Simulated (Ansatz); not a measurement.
**Relaxing FeNi2**

Level of theory: DFT PBE, scalar-relativistic, plane waves, PAW in Ansatz 0.2.0. Cutoff 420 eV, Γ-centred k mesh, Gaussian smearing, collinear spin, first started from parallel moments.

A relaxed cell is given with its space group left out.

```xyz
6
Lattice="0.0000 3.2780 3.2780 3.2780 0.0000 3.2780 3.2780 3.2780 0.0000" Properties=species:S:1:pos:R:3 pbc="T T T"
Fe    1.6390    1.6390    1.6390
Fe    0.0000    0.0000    0.0000
Ni    2.4585    2.4585    4.0975
Ni    2.4585    4.0975    2.4585
Ni    4.0975    2.4585    2.4585
Ni    4.0975    4.0975    4.0975
```

The zero of energy is the elements' standard structures at the same level; no fitted shifts are applied.

Question: What space group does it have?

Answer: Fd-3m (No. 227). Conventional cell: a = 6.556 Å. Fe has 12 Ni at 2.72 Å and 4 Fe at 2.84 Å; around Ni lie 6 Ni at 2.32 Å and 6 Fe at 2.72 Å.

Question: How far does it lie from the elements in energy?

Answer: 0.11 eV/atom.

Question: Is it a metal?

Answer: Yes, bands cross the Fermi level on the 10×10×10 mesh.

Question: What net moment does it keep?

Answer: 1.38 μB per atom, with site moments up to 3.00 μB.

The final run used a 10×10×10 mesh on its 6-atom cell and 0.10 eV smearing. For metals, differences of a few meV/atom aren't resolved.

Cost: 2 runs of about 3.1 core-minutes in all, on Arm Neoverse V2 (shared hosts).